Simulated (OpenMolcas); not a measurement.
**How methods differ on C2H7Al (SMILES [CH3][AlH][CH3])**

C2H7Al has 10 atoms, charge 0, and is taken as a singlet. SMILES: `[CH3][AlH][CH3]`. The coordinates come from a PBE0-D4/def2-TZVP relaxation.

```xyz
10

C    -1.2191    0.9236   -0.7833
Al    0.4968    0.0218   -0.5364
C     0.9039   -0.9490    1.1097
H    -2.0540    0.2332   -0.6212
H    -1.3370    1.3685   -1.7738
H    -1.3403    1.7237   -0.0436
H     1.6057    0.0788   -1.6812
H     0.0690   -0.9800    1.8140
H     1.2019   -1.9809    0.8943
H     1.7563   -0.4909    1.6245
```

Quantity: the energy change with the C3–H9 bond stretched from 1.095 to 1.260 Å, in eV. The values are calculated.

```json
{"level": "HF/def2-SVPD (restricted)", "kind": "Hartree–Fock", "program": "OpenMolcas", "value (eV)": "0.35", "less CCSD(T)/def2-SVPD": "+0.07", "CPU time (all runs)": "47 s"}
{"level": "SVWN5/def2-SVPD (restricted)", "kind": "LDA", "program": "OpenMolcas", "value (eV)": "0.26", "less CCSD(T)/def2-SVPD": "-0.02", "CPU time (all runs)": "1.9 min"}
{"level": "BLYP/def2-SVPD (restricted)", "kind": "GGA", "program": "OpenMolcas", "value (eV)": "0.25", "less CCSD(T)/def2-SVPD": "-0.03", "CPU time (all runs)": "2.5 min"}
{"level": "TPSS/def2-SVPD (restricted)", "kind": "meta-GGA", "program": "OpenMolcas", "value (eV)": "0.27", "less CCSD(T)/def2-SVPD": "-0.01", "CPU time (all runs)": "3 min"}
{"level": "BHLYP/def2-SVPD (restricted)", "kind": "global hybrid", "program": "OpenMolcas", "value (eV)": "0.34", "less CCSD(T)/def2-SVPD": "+0.06", "CPU time (all runs)": "2.2 min"}
{"level": "B2PLYP/def2-SVPD (restricted)", "kind": "double hybrid", "program": "OpenMolcas", "value (eV)": "0.30", "less CCSD(T)/def2-SVPD": "+0.02", "CPU time (all runs)": "1.9 min"}
{"level": "MP2/def2-SVPD (restricted)", "kind": "perturbation theory", "program": "OpenMolcas", "value (eV)": "0.31", "less CCSD(T)/def2-SVPD": "+0.03", "CPU time (all runs)": "45 s"}
{"level": "CCSD(T)/def2-SVPD (Cholesky decomposition) (restricted)", "kind": "coupled cluster or CI", "program": "OpenMolcas", "value (eV)": "0.28", "less CCSD(T)/def2-SVPD": "0.00", "CPU time (all runs)": "18 min"}
```

Differences are taken from CCSD(T)/def2-SVPD (Cholesky decomposition) (restricted) for orientation; it has basis-set and higher-order errors of its own. The first shape isn't each level's own minimum. The values span 0.25 to 0.35 eV. CPU times are rough (shared hosts, several kinds of processor): they show what a rung costs within a factor of a few.
